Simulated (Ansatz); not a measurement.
**S₂F₂: how energies converge with the basis set**

How large a basis does S₂F₂ need? Two functionals are run in growing sets.

Method: one geometry, several basis sets; program: Ansatz 0.2.0, Gaussian basis.

Plan: PBE0-D4/def2-SVP; ωB97M-V/def2-SVP; PBE0-D4/def2-QZVPP; ωB97M-V/def2-QZVPP; the functionals' def2-TZVPP values are taken from earlier runs.

### 1 The geometry

All runs share one geometry, relaxed beforehand with PBE0-D4 in a triple-zeta def2 set.

4 atoms, charge 0, spin multiplicity 1.

Atoms are counted from 1 here; the program's logs count them from 0.

Bond lengths: F1–S2 1.631 Å, S2–S3 1.890 Å, S3–F4 1.631 Å. Angles: F1–S2–S3 108.6°, S2–S3–F4 108.6°.

### 2 PBE0-D4 in def2-SVP

in.yaml

```yaml
crystal:
  periodic: [false, false, false]
  atoms:
    - {symbol: F, position_ang: [-1.784062, -0.198740, -0.621120]}
    - {symbol: S, position_ang: [-0.467414, 0.764627, -0.631879]}
    - {symbol: S, position_ang: [1.044718, -0.276866, -0.185188]}
    - {symbol: F, position_ang: [1.206747, -0.289009, 1.438186]}
basis:
  gaussian: {orbitals: def2-SVP}
hamiltonian: {xc: pbe0, dispersion: d4}
output: {orbitals: {seedname: orbitals}}
```

The run is started by

```bash
$ ansatz run in.yaml --threads 4 --pin off --events-out ev --progress --plain --max-ram 10444MiB
```

After this run come: ωB97M-V in def2-SVP; PBE0-D4 in def2-QZVPP; ωB97M-V in def2-QZVPP.

**Question.** What will the summary of the whole plan be? Wanted: PBE0-D4: double and triple zeta above quadruple; ωB97M-V: double and triple zeta above quadruple.

As calculated:

| quantity | value |
| --- | --- |
| PBE0-D4: double and triple zeta above quadruple | 16.25, 1.03 eV |
| ωB97M-V: double and triple zeta above quadruple | 16.28, 0.98 eV |

**Reading.** PBE0-D4 gains 15.23 eV from double to triple zeta, then 1.03 eV more. These are total energies; as a rule much of such shifts cancels in differences, which this series doesn't test. The LUMO of ωB97M-V is positive and keeps falling with the basis (1.14 to 0.51 eV): an unbound level that the basis holds in place.
